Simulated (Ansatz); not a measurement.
A run of Ansatz (development build ahead of 0.2.0) on doublet C2H6(+) at this shape:

```yaml
atoms:
  - { symbol: C, position_ang: [-1.0854, 0.7531, 0.5601] }
  - { symbol: C, position_ang: [1.0882, -0.7613, -0.5493] }
  - { symbol: H, position_ang: [-0.9404, -0.0329, 1.2415] }
  - { symbol: H, position_ang: [-0.4038, 1.5921, 0.6514] }
  - { symbol: H, position_ang: [-1.6688, 0.5647, -0.3211] }
  - { symbol: H, position_ang: [0.9829, 0.0408, -1.2736] }
  - { symbol: H, position_ang: [1.7287, -0.6911, 0.3283] }
  - { symbol: H, position_ang: [0.4339, -1.5963, -0.7058] }
```

Its results:

```
Converged                       : yes
Total energy                    : -78.75037 hartree
Spin squared of the determinant : 0.760
Stability test                  : minimum
```

Forces (eV/Å):
```csv
atom,Fx,Fy,Fz
C1,2.116,-0.302,-1.325
C2,-1.497,1.341,0.569
H3,-0.427,-0.895,1.310
H4,-0.586,0.351,-0.027
H5,-0.541,0.390,-0.121
H6,0.698,-0.059,-0.056
H7,0.147,-0.097,-0.360
H8,0.090,-0.730,0.010
```

Task: Which input gives this output? Name the method, the orbitals and the basis set, and write the input.

Result: UHF in def2-SVP.

```yaml
crystal:
  periodic: [false, false, false]
  atoms:
    - { symbol: C, position_ang: [-1.08539, 0.7531, 0.56014] }
    - { symbol: C, position_ang: [1.08817, -0.76133, -0.54933] }
    - { symbol: H, position_ang: [-0.94044, -0.03293, 1.24147] }
    - { symbol: H, position_ang: [-0.40382, 1.59213, 0.65137] }
    - { symbol: H, position_ang: [-1.66884, 0.56474, -0.32114] }
    - { symbol: H, position_ang: [0.9829, 0.04081, -1.2736] }
    - { symbol: H, position_ang: [1.72865, -0.69106, 0.32831] }
    - { symbol: H, position_ang: [0.43393, -1.59628, -0.70583] }
basis:
  gaussian: { orbitals: def2-SVP }
total_charge: 1
magnetization:
  spin_polarized: true
  initial_magnetization: 1
hamiltonian:
  xc: hf
output:
  forces: true
```
